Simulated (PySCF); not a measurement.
## Bond length, frequency and bond energy of ClF⁻ by level of theory

State: ²Σ⁺ (doublet), unpaired electrons σ ↑. Set-up: basis Cl aug-cc-pV(D+d)Z, F aug-cc-pVDZ; no relativity; PySCF 2.14. De refers to Cl⁻ + F in their high-spin ground configurations, without counterpoise correction. The functionals are run spin-unrestricted. A positive dipole points towards F; it is taken about the centre of mass and depends on that origin. Levels whose curve was spin-contaminated or gave no clean fit are not listed.

```json
{"Level": "UHF-CCSD", "Re (Å)": "2.184", "ωe (cm⁻¹)": "380", "De (eV)": "n/a", "μ (D)": "n/a"}
{"Level": "UHF-CCSD(T)", "Re (Å)": "2.194", "ωe (cm⁻¹)": "360", "De (eV)": "n/a", "μ (D)": "n/a"}
{"Level": "PBE", "Re (Å)": "2.296", "ωe (cm⁻¹)": "266", "De (eV)": "2.08", "μ (D)": "-1.24"}
{"Level": "revPBE", "Re (Å)": "2.342", "ωe (cm⁻¹)": "240", "De (eV)": "1.91", "μ (D)": "-1.27"}
{"Level": "r²SCAN", "Re (Å)": "2.273", "ωe (cm⁻¹)": "285", "De (eV)": "1.75", "μ (D)": "-1.07"}
{"Level": "r²SCANh", "Re (Å)": "2.250", "ωe (cm⁻¹)": "300", "De (eV)": "1.58", "μ (D)": "-1.02"}
{"Level": "PBE0", "Re (Å)": "2.231", "ωe (cm⁻¹)": "310", "De (eV)": "1.56", "μ (D)": "-1.09"}
{"Level": "M06-2X", "Re (Å)": "2.192", "ωe (cm⁻¹)": "348", "De (eV)": "1.36", "μ (D)": "-1.18"}
{"Level": "CAM-B3LYP", "Re (Å)": "2.217", "ωe (cm⁻¹)": "331", "De (eV)": "1.61", "μ (D)": "-1.31"}
```

What does a quarter of exact exchange do here, going from PBE to PBE0?

PBE0 less PBE: -6.5 pm in Re, +16.5 % in ωe, -0.52 eV in De. Exact exchange removes part of the self-interaction that spreads semilocal densities, and in most molecules shortens and stiffens the bond and lowers De; so it does here.

What does the step from GGA to meta-GGA do here, going from PBE to r²SCAN?

r²SCAN less PBE: -2.3 pm in Re, +7.1 % in ωe, -0.33 eV in De. 

What does the triples do here, going from UHF-CCSD to UHF-CCSD(T)?

UHF-CCSD(T) less UHF-CCSD: +1.0 pm in Re, -5.3 % in ωe. Correlation nearly always deepens the well. The bond lengthens, as in strong covalent bonds, where excitations into antibonding orbitals dominate.

Correlated steps freeze 6 core orbitals. For an ion De counts to the pair picked by the measured ionisation energies or electron affinities, which need not be the lowest pair at this level. The CCSD T1 diagnostic is raised, a sign that a single reference may not be enough here. The state is the lowest determinant that a PBE0 search found; another state may lie lower at other levels.

The whole job (state search and all levels along the bond) took about 3 min on 1 thread of Arm Neoverse V2 (shared host), peak memory 0.78 GiB.
